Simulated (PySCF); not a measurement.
C₂H₆S, SMILES CSC. Atoms are numbered in the order given.

```xyz
9

C      1.3688     0.0000    -0.5070
S      0.0000     0.0000     0.6544
C     -1.3688     0.0000    -0.5070
H      1.3533    -0.8926    -1.1358
H      2.2887     0.0000     0.0784
H      1.3533     0.8926    -1.1358
H     -1.3533    -0.8926    -1.1358
H     -2.2887     0.0000     0.0784
H     -1.3533     0.8926    -1.1358
```
Charge 0, spin multiplicity 1.

The structure is a stationary point at PBE0-D3(BJ)/def2-TZVP.

All values below come from PBE0-D3(BJ)/def2-TZVP run with PySCF.

Frequencies are harmonic and unscaled.

| mode | ν (cm⁻¹) | IR (km/mol) | moving atoms (share of kinetic energy) |
|---|---|---|---|
| 1 | 189 | 0.0 | H 97 % |
| 2 | 189 | 1.2 | H 91 % |
| 3 | 266 | 0.1 | C 46 %, H 36 %, S 18 % |
| 4 | 720 | 2.9 | C 61 %, S 24 %, H 15 % |
| 5 | 774 | 0.0 | C 54 %, S 36 %, H 10 % |
| 6 | 909 | 0.3 | H 84 %, C 16 % |
| 7 | 951 | 0.0 | H 85 %, C 15 % |
| 8 | 988 | 6.1 | H 81 %, C 16 % |
| 9 | 1052 | 12.1 | H 69 %, C 24 % |
| 10 | 1336 | 2.7 | H 85 %, C 15 % |
| 11 | 1360 | 0.3 | H 85 %, C 15 % |
| 12 | 1454 | 0.0 | H 96 % |
| 13 | 1463 | 17.4 | H 96 % |
| 14 | 1471 | 18.7 | H 95 % |
| 15 | 1479 | 0.7 | H 96 % |
| 16 | 3043 | 32.3 | H 98 % |
| 17 | 3047 | 27.8 | H 98 % |
| 18 | 3120 | 28.8 | H 90 %, C 10 % |
| 19 | 3129 | 0.0 | H 90 %, C 10 % |
| 20 | 3151 | 9.7 | H 91 %, C 9 % |
| 21 | 3152 | 2.1 | H 91 %, C 9 % |
